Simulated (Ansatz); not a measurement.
**PBE's record on a set of hcp solids**

PBE against measured values, property by property (Ansatz, a quantum-chemistry and plane-wave program). The last column gives the other level that did best, with its mean absolute difference against PBE's on the solids that both have (their number in brackets).

| property | solids | mean difference | mean (median) absolute difference | sign | best other level |
|---|---|---|---|---|---|
| bulk modulus | 12 | -6.4 % | 8.9 % (5.1) | 2 high, 10 low | PBEsol: 7.5 % against 8.9 % (12), no clear gain |
| cohesive energy | 10 | +0.05 eV/atom | 0.26 eV/atom (0.25) | 4 high, 6 low | r²SCAN: 0.29 eV/atom against 0.26 eV/atom (10), no clear gain |
| equilibrium volume per atom | 13 | +2.5 % | 2.8 % (1.3) | 9 high, 4 low | r²SCAN+rVV10: 1.5 % against 2.8 % (13) |

Solids in one row or more: hcp Be, hcp Cd, hcp Co, hcp Hf, hcp Mg, hcp Os, hcp Re, hcp Ru, hcp Sc, hcp Tc, hcp Ti, hcp Tl, hcp Y, hcp Zn, hcp Zr. Levels weighed for the last column, where run on half the solids or more at the same kind of cell (single points on PBE's cell aren't): HSE06, LDA, PBE-D3(BJ), PBEsol, r²SCAN, r²SCAN+rVV10.

On these sets a large gain over PBE shows for the equilibrium volume per atom (r²SCAN+rVV10).

References are for low temperature or a static lattice.

Solids of the class with a measured value and a result at some level that aren't in a row (solids kept for tests aside; warm or disputed references, doubts on the run, spin–orbit coupling left out, not run): bulk modulus 4, cohesive energy 6, equilibrium volume per atom 1; these can be a level's worst cases. Cells are each level's own unless a row says otherwise.

Ansatz's density-functional and Hartree–Fock values are scalar-relativistic unless marked +SOC, with PAW data made under PBE.

References as tabulated in Lejaeghere et al. (2013), arXiv:1204.2733; doi:10.1021/acs.jctc.3c00612; Jana et al. (2018), arXiv:1807.00350; Kittel's textbook and others.
